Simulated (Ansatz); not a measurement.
Mg2H4. Charge 0, multiplicity 1. Geometry r2SCAN-D4/def2-TZVP.

```xyz
6

Mg   -0.742   -1.162    0.198
Mg    0.743    1.160   -0.200
H     1.647    2.580   -0.438
H    -0.947    0.492   -0.669
H    -1.653   -2.575    0.447
H     0.952   -0.495    0.663
```

The structure comes from a short search, and lower isomers may exist.

**Question.** Estimate the orbital energies around the gap (eV) in Ansatz with PBE-D4/def2-SVP, PBE-D4/def2-TZVP, PBE-D4/def2-TZVPD, B97M-V/def2-TZVP, PBE0-D4/def2-TZVPD.

**Answer.** 
```tsv
orbital	PBE-D4/def2-SVP	PBE-D4/def2-TZVP	PBE-D4/def2-TZVPD	B97M-V/def2-TZVP	PBE0-D4/def2-TZVPD
HOMO−5	-47.33	-46.89	-46.88	-49.18	-51.01
HOMO−4	-47.29	-46.85	-46.84	-49.14	-50.97
HOMO−3	-9.55	-9.48	-9.47	-9.96	-10.91
HOMO−2	-6.92	-6.92	-6.92	-7.43	-8.14
HOMO−1	-6.65	-6.66	-6.66	-6.99	-7.83
HOMO	-6.25	-6.25	-6.24	-6.61	-7.40
LUMO	-2.32	-2.27	-2.30	-2.24	-1.67
LUMO+1	-1.03	-1.12	-1.14	-0.95	-0.37
LUMO+2	-0.44	-0.42	-0.52	-0.24	0.07
LUMO+3	-0.32	-0.32	-0.44	-0.23	0.13
LUMO+4	-0.07	-0.14	-0.17	-0.13	0.38
LUMO+5	0.66	0.53	0.01	0.65	0.42
```
